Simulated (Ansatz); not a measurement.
Input file:

```yaml
crystal:
  periodic: [false, false, false]
  atoms:
    - {symbol: C, position_ang: [-0.046304, 0.000000, 0.594129]}
    - {symbol: C, position_ang: [-0.059974, 0.000000, -0.833542]}
    - {symbol: H, position_ang: [2.001474, -0.000007, 0.624278]}
    - {symbol: H, position_ang: [-0.367525, 0.912927, 1.114295]}
    - {symbol: H, position_ang: [-0.367531, -0.912924, 1.114295]}
basis:
  gaussian: {orbitals: "6-31G*"}
magnetization: {spin_polarized: false, initial_magnetization: 1}
hamiltonian: {xc: r2scan}
correlation: {active_space: {window: {electrons: 3, orbitals: 3}}}
accuracy: high
```

```sh
$ ansatz run in.yaml --threads 1 --pin off --events-out ev --progress --plain --max-ram 2393MiB
```

How does this run end?

Refused. The input was made wrong on purpose (active space on a functional), so the run isn't a sound calculation of what was asked.
```
Error: invalid value for `correlation.active_space`: it starts from restricted Hartree–Fock orbitals; set hamiltonian.xc: hf without magnetization.spin_polarized
```
